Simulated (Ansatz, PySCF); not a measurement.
Potential energy curve for Li2, singlet.

Computed with: UHF/cc-pVDZ (Ansatz, a quantum-chemistry and plane-wave program); RHF/cc-pVDZ (Ansatz); UKS-CAM-B3LYP = Ansatz with unrestricted CAM-B3LYP/cc-pVDZ; RKS-CAM-B3LYP = restricted CAM-B3LYP/cc-pVDZ in Ansatz; UKS-B3LYP = unrestricted B3LYP/cc-pVDZ in Ansatz; RKS-B3LYP = restricted B3LYP/cc-pVDZ run with Ansatz; UKS-PBE = unrestricted PBE/cc-pVDZ (Ansatz); RKS-PBE = restricted PBE/cc-pVDZ (Ansatz); UKS-B3LYP/6-31G* = unrestricted B3LYP/6-31G*, spherical d (PySCF); RKS-B3LYP/6-31G* = restricted B3LYP/6-31G*, spherical d run with PySCF.

Scanned distances (Å): 2.04, 2.21, 2.37, 2.43, 2.61, 2.67, 2.74, 2.84, 2.89, 2.99, 3.15, 3.45, 3.72, 4.10, 4.59, 4.91, 5.36, 6.04, 6.78, 7.45, 8.23.

Problem. Where does the unrestricted solution first break spin symmetry (<S²> of 0.01 or more)?

Solution. UHF: already at 2.04 Å; UKS-CAM-B3LYP: between 3.45 and 3.72 Å; UKS-B3LYP: between 3.72 and 4.10 Å; UKS-PBE: between 3.15 and 3.45 Å; UKS-B3LYP/6-31G*: between 3.45 and 3.72 Å.

```
R / Å  <S²> UHF  E(RHF) − E(UHF) / kJ/mol  <S²> UKS-CAM-B3LYP  E(RKS-CAM-B3LYP) − E(UKS-CAM-B3LYP) / kJ/mol  <S²> UKS-B3LYP  E(RKS-B3LYP) − E(UKS-B3LYP) / kJ/mol  <S²> UKS-PBE  E(RKS-PBE) − E(UKS-PBE) / kJ/mol  <S²> UKS-B3LYP/6-31G*  E(RKS-B3LYP/6-31G*) − E(UKS-B3LYP/6-31G*) / kJ/mol
-----  --------  ------------------------  ------------------  --------------------------------------------  --------------  ------------------------------------  ------------  --------------------------------  ---------------------  --------------------------------------------------
2.04       0.58                      16.4                0.00                                           0.0            0.00                                   0.0          0.00                               0.0                   0.00                                                 0.0
2.21       0.50                      11.1                0.00                                           0.0            0.00                                   0.0          0.00                               0.0                   0.00                                                 0.0
2.37       0.43                       7.6                0.00                                           0.0            0.00                                   0.0          0.00                               0.0                   0.00                                                 0.0
2.43       0.41                       6.5                0.00                                           0.0            0.00                                   0.0          0.00                               0.0                   0.00                                                 0.0
2.61       0.34                       4.0                0.00                                           0.0            0.00                                   0.0          0.00                               0.0                   0.00                                                 0.0
2.67       0.32                       3.4                0.00                                           0.0            0.00                                   0.0          0.00                               0.0                   0.00                                                 0.0
2.74       0.29                       2.8                0.00                                           0.0            0.00                                   0.0          0.00                               0.0                   0.00                                                 0.0
2.84       0.33                       3.7                0.00                                           0.0            0.00                                   0.0          0.00                               0.0                   0.00                                                 0.0
2.89       0.36                       4.5                0.00                                           0.0            0.00                                   0.0          0.00                               0.0                   0.00                                                 0.0
2.99       0.42                       6.5                0.00                                           0.0            0.00                                   0.0          0.00                               0.0                   0.00                                                 0.0
3.15       0.51                      10.4                0.00                                           0.0            0.00                                   0.0          0.00                               0.0                   0.00                                                 0.0
3.45       0.65                      20.2                0.00                                           0.0            0.00                                   0.0          0.07                               0.1                   0.00                                                 0.0
3.72       0.75                      31.3                0.26                                           1.2            0.00                                   0.0          0.23                               1.1                   0.07                                                 0.1
4.10       0.85                      49.3                0.56                                           8.1            0.41                                   2.5          0.43                               4.2                   0.43                                                 3.1
4.59       0.92                      74.1                0.79                                          22.3            0.70                                  10.5          0.67                              10.5                   0.72                                                11.5
4.91       0.95                      89.9                0.87                                          33.0            0.82                                  17.1          0.78                              15.4                   0.83                                                18.3
5.36       0.97                     110.8                0.94                                          48.0            0.91                                  26.7          0.90                              23.0                   0.92                                                28.2
6.04       0.99                     138.2                0.98                                          68.5            0.97                                  39.7          0.97                              34.0                   0.97                                                41.6
6.78       1.00                     162.3                0.99                                          86.3            0.99                                  50.5          0.99                              43.1                   0.99                                                52.6
7.45       1.00                     179.6                1.00                                          98.6            1.00                                  57.2          1.00                              48.6                   1.00                                                59.5
8.23       1.00                     195.3                1.00                                         109.2            1.00                                  62.5          1.00                              52.3                   1.00                                                65.0
```
